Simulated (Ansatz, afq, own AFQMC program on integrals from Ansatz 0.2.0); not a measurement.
**Where AFQMC and coupled cluster stand for BH2O, doublet**

```yaml
atoms:
  - { symbol: B, position_ang: [0.0000, -0.2974, 0.9295] }
  - { symbol: O, position_ang: [0.0000, 0.2017, -0.6610] }
  - { symbol: H, position_ang: [0.0000, 0.5000, 1.8272] }
  - { symbol: H, position_ang: [0.0000, -0.5116, -1.3056] }
```

Connectivity, by distances: BH–OH.

Basis cc-pVDZ. Only valence electrons are correlated. Ansatz 0.2.0 and our own AFQMC program on the same integrals; the CISD trial comes from CCSD amplitudes, and released means the phaseless constraint is let go. Error bars are statistical, one sigma.

Determinant: UHF, the one that the program's search chose, which needn't be the lowest solution. The geometry is a point of a scan.

No full CI on the walks' own integrals is used here; CCSDT(Q) serves as the reference and is uncertain by about the last step of the cluster series.

```
T1 diagnostic                               : 0.0264
weight of the determinant in the CISD state : 0.895
⟨S²⟩ of the determinant                     : 0.753
size of the correlated space                : 11 electrons in 36 orbitals
```

| level | correlation energy (eV) |
| --- | --- |
| MP2 | -7.0735 |
| CCSD | -7.5524 |
| CCSD(T) | -7.7677 |

Question: Estimate where phaseless AFQMC with a CISD trial lies against CCSD(T) on the same integrals.

Answer: 1.13 ± 0.49 mEh below CCSD(T).

Reference: CCSDT(Q), correlation energy -7.820 eV. The released energy is read at 1.62 1/Eh, later times being too noisy (meV from the phaseless value at times in 1/Eh: 9 ± 13 at 0.24, -14 ± 15 at 0.51, -15 ± 16 at 0.99, 1 ± 21 at 1.62, -31 ± 28 at 2.40).

| level | E − E(reference) (mEh) | share of correlation (%) |
| --- | --- | --- |
| CCSD(T) | 1.94 | 99.33 |
| CCSDT | 1.01 | 99.65 |
| ph-AFQMC/CISD | 0.81 ± 0.49 | 99.72 |
| released AFQMC | 0.85 ± 0.79 | 99.70 |

A walk keeps the symmetry of its determinant, which the program's search chose and which needn't be the lowest solution, so a lower state of the same spin and another symmetry isn't excluded. Released energies are given only where the last usable release times agree within the noise; a slower fall can still hide under it.
